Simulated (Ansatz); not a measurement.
Chalcopyrite AgInTe2 was calculated with PBE-D3(BJ) in Ansatz (plane waves, PAW).

Numerical settings: plane-wave cutoff 500 eV, 10×10×10 k mesh, Fermi–Dirac smearing 0.05 eV, no spin polarisation, scalar-relativistic PAW data made under PBE.

Cell (relaxed at this level):

```xyz
8
Lattice="-3.2341 3.2341 6.3983 3.2341 -3.2341 6.3983 3.2341 3.2341 -6.3983" Properties=species:S:1:pos:R:3 pbc="T T T"
In     0.0000     0.0000     6.3983
In     3.2341     0.0000     3.1992
Ag     0.0000     0.0000     0.0000
Ag     0.0000     3.2341     3.1992
Te     1.5717     1.6170     1.5996
Te    -1.6170     1.6623     4.7987
Te     1.6623     1.6170     7.9979
Te     4.8511     1.5717    -1.5996
```

### Question
Estimate the band gap that the calculation returns.

### Answer

- band gap = 0.15 eV (on the SCF k mesh)

Measured, for comparison: band gap 1.04 eV (temperature not stated, not corrected to a static lattice, direct or pseudo-direct at Γ; as tabulated in Ghosh et al. (2024), arXiv:2401.16805).

Spin–orbit coupling is not included; with these elements it can move the gap by several tenths of an eV or more.

Computed values are for the static lattice.

The result took very roughly 30 core-minutes.

Ansatz is a program for electronic structure.
